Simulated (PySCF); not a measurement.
Compound: C4H7F.
Cartesian coordinates in Å at the GFN2-xTB level; atoms count from 1:
```xyz
12
C4H7F angstrom
C      1.9220    0.3972   -0.0769
C      0.8740   -0.3756   -0.2863
C     -0.3817   -0.3530    0.5352
C     -1.5807    0.1215   -0.2814
F     -0.2343    0.4822    1.6274
H      2.7969    0.3481   -0.7017
H      1.9440    1.1039    0.7355
H      0.8470   -1.0886   -1.0986
H     -0.5761   -1.3520    0.9540
H     -1.7593   -0.5612   -1.1067
H     -2.4659    0.1606    0.3483
H     -1.3848    1.1162   -0.6747
```

Level of theory: PBE0/pcSseg-1 in PySCF (dipole) on a GFN2-xTB geometry, gas phase.

Masses are those of the commonest isotopes; rigid-rotor values at the optimised geometry. The values belong to one conformer with, in the numbering `[CH2:1]=[CH:2][C@H:3]([CH3:4])[F:5]`, C1–C2–C3–C4 115°.

(1) What are A, B and C (MHz)?

(2) What kind of rotor is it?

(3) What does the inertial defect say?

(4) Give the other two planar moments, Paa and Pbb, and the rms extents of the mass along the axes.

(5) Which types of transition are allowed, and where do some lines up to J = 2 fall?

(6) Estimate the classical rotational partition function at 200 K, 298.15 K and 500 K.

Results:

(1) Ia = 63.24, Ib = 123.24, Ic = 163.74 u·Å²; 505379 MHz·u·Å²/I gives A = 7992, B = 4101, C = 3087 MHz.

(2) An asymmetric top. Ray's parameter κ = (2B − A − C)/(A − C) = -0.586; −1 is the prolate and +1 the oblate limit.

(3) Not planar: Δ = Ic − Ia − Ib = -22.74 u·Å². For a rigid frame Δ = −2 Σ m c², so Σ m c² = 11.37 u·Å² lies off the ab plane: 5.51 from hydrogen and 5.86 from heavier atoms. The atom farthest from that plane is 1.49 Å away.

(4) Paa = Σ m a² = (Ib + Ic − Ia)/2 = 111.87 and Pbb = Σ m b² = (Ia + Ic − Ib)/2 = 51.87 u·Å². With the mass M = 74.05 u, the rms extents √(P/M) along a, b and c are 1.23, 0.84, 0.39 Å.

(5) The dipole components are |μa| = 0.17 D, |μb| = 1.70 D, |μc| = 0.48 D. The squared components, which scale the intensities, stand as 0.01 : 1.00 : 0.08 (a : b : c). Some lines, for components of 0.1 D or more:

| type | branch | J(Ka,Kc) | MHz | lower level (cm⁻¹) |
| --- | --- | --- | --- | --- |
| a | Q | 1(1,0) ← 1(1,1) | 1014 | 0.370 |
| a | Q | 2(1,1) ← 2(1,2) | 3043 | 0.815 |
| c | Q | 2(1,2) ← 2(0,2) | 3050 | 0.713 |
| c | Q | 1(1,1) ← 1(0,1) | 3891 | 0.240 |
| b | Q | 1(1,0) ← 1(0,1) | 4905 | 0.240 |
| b | Q | 2(1,1) ← 2(0,2) | 6093 | 0.713 |
| a | R | 1(0,1) ← 0(0,0) | 7187 | 0.000 |
| b | R | 2(0,2) ← 1(1,1) | 10310 | 0.370 |
| b | R | 1(1,1) ← 0(0,0) | 11078 | 0.000 |
| c | Q | 2(2,1) ← 2(1,1) | 11673 | 0.917 |
| b | Q | 2(2,0) ← 2(1,1) | 11846 | 0.917 |
| c | R | 1(1,0) ← 0(0,0) | 12092 | 0.000 |
| a | R | 2(1,2) ← 1(1,1) | 13360 | 0.370 |
| a | R | 2(0,2) ← 1(0,1) | 14201 | 0.240 |
| b | Q | 2(2,1) ← 2(1,2) | 14715 | 0.815 |
| a | R | 2(1,1) ← 1(1,0) | 15389 | 0.403 |
| b | R | 2(1,2) ← 1(0,1) | 17251 | 0.240 |
| c | R | 2(1,1) ← 1(0,1) | 20294 | 0.240 |
| b | R | 2(2,1) ← 1(1,0) | 27061 | 0.403 |
| c | R | 2(2,0) ← 1(1,0) | 27235 | 0.403 |
| c | R | 2(2,1) ← 1(1,1) | 28075 | 0.370 |
| b | R | 2(2,0) ← 1(1,1) | 28249 | 0.370 |

(6) Point group C1, symmetry number σ = 1; q = (√π/σ)·√((kT/h)³/(ABC)), k/h = 20836.6 MHz/K: 47400 at 200 K, 86300 at 298.15 K, 187000 at 500 K.

Not checked by GFN2-xTB frequencies. These are rigid-rotor constants of the computed structure; measured ground-state constants (B0) also hold zero-point vibration. A rigid rotor knows nothing of internal rotation, which can split or shift real lines.

On one thread of an Arm Neoverse V1, no GPU (shared host), this took 9.9 s wall. This is the PBE0/pcSseg-1 job that gave the dipole, with the shieldings it also computed.
